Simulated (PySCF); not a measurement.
Ionisation of trisilane

Molecule: trisilane, `[H][Si]([H])([SiH3])[SiH3]` (H8Si3). Optimised structure (Å), atoms numbered from 1:
```
Si   -0.8123    0.0332   -0.5882
Si   -0.8237   -0.0411    1.7655
H    -0.1627   -1.3088    2.2357
H    -2.2242    0.0066    2.3136
H    -0.0508    1.1303    2.3091
Si    1.4136    0.0164   -1.3526
H     2.0965   -1.2447   -0.8960
H     2.1519    1.1943   -0.7762
H     1.4833    0.0886   -2.8541
H    -1.5045    1.2848   -1.0637
H    -1.5546   -1.1550   -1.1434
```

These are calculated values, B3LYP-D3(BJ)/ma-def2-SVP in PySCF (grid level 2) at geometries from BP86-D3(BJ)/def2-SVP. The prefix ma- adds one diffuse s and one diffuse p function on all atoms but H. Zero-point and thermal terms (298.15 K, 1 bar) come from unscaled GFN2-xTB harmonic frequencies, with soft modes damped to free rotors in the entropy. These were taken at the GFN2-xTB minima.

Frontier levels of the parent: HOMO -7.86 eV, LUMO -0.45 eV.

Oxidation to the radical cation:
| Property | Result |
| --- | --- |
| Vertical ionisation energy (electronic) | 9.90 eV |
| Adiabatic ionisation energy (with zero-point energy) | 9.12 eV |
| Adiabatic, electronic part | 9.18 eV |
| Vertical gap at the product's structure | 8.34 eV |
| Inner reorganisation energy (four-point) | 1558 meV |
| Relaxation of product / of parent | 711 / 848 meV |
| ⟨S²⟩ of the product | 0.754 |
| Largest spin populations | Si1 0.44, Si6 0.23, Si2 0.23 |
| Largest changes of atomic charge | Si1 0.20, Si6 0.16, Si2 0.16 |
| Distances that move most (Å) | Si1–Si6 2.354 → 2.464; Si1–Si2 2.355 → 2.463; Si6–H8 1.505 → 1.492; Si6–H7 1.505 → 1.492 |
| Potential in dichloromethane | 7.14 V absolute, 2.53 V against Fc+/Fc computed at 4.61 V (solvation -1 → -190 kJ/mol) |

Solvents are IEF-PCM continua (electrostatics only, gas-phase structures); absolute potentials refer to an electron at rest in vacuum. Fc+/Fc in dichloromethane, 4.61 V, is B3LYP-D3(BJ)/ma-def2-SVP on PBE0-D3(BJ)/def2-SVP structures with GFN2-xTB thermal terms (carried over from another solvent by the shift found with PBE0). Benchmark calculations put it near 5.0 V in acetonitrile and DMSO, so it is about 0.4 V low, and the value against it can read up to that much too high.

Measured values (NIST Chemistry WebBook, evaluated or the median of agreeing entries): vertical ionisation energy 9.87 eV (computed 9.90, difference 0.03); adiabatic ionisation energy 9.20 eV (computed 9.12, difference -0.08).

Known limits: ma-def2-SVP is a small basis, whose errors can reach tens of kJ/mol.

Hardware: 1 thread of Arm Neoverse N1, shared with other jobs. Command: `OMP_NUM_THREADS=1 python redox_run.py task.json out`. Structures, frequencies and single points: 2.1 min.
